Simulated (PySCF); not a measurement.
Geometries of 4 isomers of C5H7F, from PySCF, PBE0-D3(BJ)/def2-SVP geometry optimisation, gas phase. One conformer each, no zero-point energy, no frequencies.

Question: Which is lowest in electronic energy at this level?
A.
```xyz
13
angstrom
C      1.857    0.399   -0.694
C      1.044   -0.521   -0.156
C     -0.359   -0.326    0.209
C     -1.089   -1.323    0.730
C     -0.962    1.030   -0.015
F     -2.271    1.077    0.378
H      1.532    1.418   -0.920
H      2.896    0.158   -0.932
H      1.439   -1.523    0.043
H     -2.136   -1.170    0.998
H     -0.651   -2.311    0.895
H     -0.904    1.299   -1.085
H     -0.396    1.792    0.551
```
B.
```xyz
13
angstrom
C      2.413    0.680    0.299
C      1.220    0.476    0.295
C     -0.227    0.214    0.276
C     -0.828    0.617   -1.062
C     -0.515   -1.236    0.633
F     -0.822    1.006    1.252
H      3.472    0.863    0.306
H     -0.637    1.682   -1.254
H     -0.391    0.027   -1.879
H     -1.915    0.449   -1.038
H     -1.603   -1.398    0.650
H     -0.062   -1.915   -0.103
H     -0.105   -1.466    1.625
```
C.
```xyz
13
angstrom
C     -0.686    1.466    0.802
C     -0.073    0.418    0.223
C     -0.835   -0.573   -0.608
C      1.367    0.246    0.411
C      2.169   -0.714   -0.062
F      1.757   -1.725   -0.826
H     -0.134    2.189    1.408
H     -1.761    1.629    0.685
H     -0.748   -1.589   -0.194
H     -0.438   -0.621   -1.633
H     -1.899   -0.305   -0.657
H      1.875    0.998    1.022
H      3.243   -0.757    0.136
```
D.
```xyz
13
angstrom
C      0.629   -1.458    0.313
C      0.047   -0.183   -0.180
C     -1.347    0.242   -0.484
C     -0.519    1.036    0.466
C      0.693    1.140   -0.381
F      1.866    1.315    0.279
H      1.549   -1.257    0.882
H      0.885   -2.131   -0.521
H     -0.078   -1.988    0.971
H     -1.610    0.654   -1.471
H     -2.135   -0.375   -0.037
H     -0.670    1.320    1.507
H      0.703    1.669   -1.348
```

Answer: C. That is `C=C(C)/C=C\F`, 4.2 kcal/mol below the next.

| SMILES | atoms numbered as above | E (Eh) | relative (kcal/mol) | relative (kJ/mol) | dipole (D) |
| --- | --- | --- | --- | --- | --- |
| C=C(C)/C=C\F | [CH2:1]=[C:2]([CH3:3])/[CH:4]=[CH:5]\[F:6] | -293.99987 | 0.0 | 0.0 | 0.85 |
| C=CC(=C)CF | [CH2:1]=[CH:2][C:3](=[CH2:4])[CH2:5][F:6] | -293.99310 | 4.2 | 17.8 | 1.49 |
| C[C@@]12C[C@@H]1[C@H]2F | [CH3:1][C@@:2]12[CH2:3][C@@H:4]1[C@H:5]2[F:6] | -293.97519 | 15.5 | 64.8 | 1.46 |
| C#CC(C)(C)F | [CH:1]#[C:2][C:3]([CH3:4])([CH3:5])[F:6] | -293.97044 | 18.5 | 77.3 | 1.83 |

As drawn, the lowest has a C=C bond outside aromatic rings, which the highest lacks; the highest has a C≡C bond, which the lowest lacks.
